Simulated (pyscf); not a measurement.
# Multi-bond step: acetonitrile (H₃C–C≡N) + hydrogen (H₂) → cyclic C₂H₃N (SMILES C1=NC1) + hydrogen (H₂)

Gas phase, singlet surface, charge 0. Bonds broken: C1–H5, H7–H8. Bonds formed: C1–N3, C2–H8, H5–H7. Single points on ωB97X-D3(BJ)/def2-SVP structures (PySCF, gas phase).

Transition state (Å):

```xyz
8

C      0.5212    -0.1769     0.0466
C      0.4986     0.0088     1.5284
N      1.3522     0.7726     1.8733
H      0.2181     0.6911    -0.5557
H     -0.5739    -1.0736     0.2171
H      1.3931    -0.7062    -0.3629
H     -1.0526    -1.3652     1.0102
H     -0.4099    -0.6939     1.9599
```

One imaginary mode, 1692i cm⁻¹; descent along it reached the two sides named.

```csv
bond,change,reactant side (Å),saddle,product side
C1–H5,breaks,1.100,1.426,3.1
H7–H8,breaks,0.761,1.329,3.3
C1–N3,forms,2.6,2.220,1.519
C2–H8,forms,2.9,1.227,1.093
H5–H7,forms,3.0,0.971,0.760
```

Electronic energies relative to the separated reactants (kJ/mol):

```
level                   barrier  reaction energy  reverse barrier
----------------------  -------  ---------------  ---------------
ωB97X-D3(BJ)/def2-TZVP    440.0           +192.2            247.8
PBE/def2-TZVP             353.1           +182.2            170.9
r²SCAN/def2-TZVP          375.6           +191.3            184.3
B3LYP-D3(BJ)/def2-TZVP    399.9           +202.9            197.0
PBE0-D3(BJ)/def2-TZVP     394.6           +184.9            209.7
M06-2X/def2-TZVP          447.5           +189.2            258.3
ωB97M-D3(BJ)/def2-TZVP    430.8           +198.0            232.8
HF/def2-TZVP              562.1           +227.1            335.1
```

With ωB97M-D3(BJ)/def2-TZVP energies and thermal terms (ideal gas, 1 atm, RRHO with modes under 100 cm⁻¹ raised to 100, one conformer, R ln 2 for chiral ones without a mode under 150 cm⁻¹), in kJ/mol:

| T (K) | ΔH‡ | ΔG‡ | ΔH | ΔG |
|---|---|---|---|---|
| 298 | 420.0 | 453.0 | +196.9 | +196.1 |
| 600 | 417.3 | 487.9 | +195.9 | +195.8 |
| 900 | 418.1 | 523.2 | +196.0 | +195.8 |
| 1200 | 420.4 | 557.8 | +196.2 | +195.7 |

The same reactants have a lower exit, to H₂C=C=NH + H₂ (barrier +256.5 kJ/mol at ωB97M-D3(BJ)/def2-TZVP, against +430.8 kJ/mol here). One saddle was located; it need not be the lowest between these sides. A restricted solution here is unstable towards spin polarisation, so biradical character is likely and single-reference numbers are less safe.
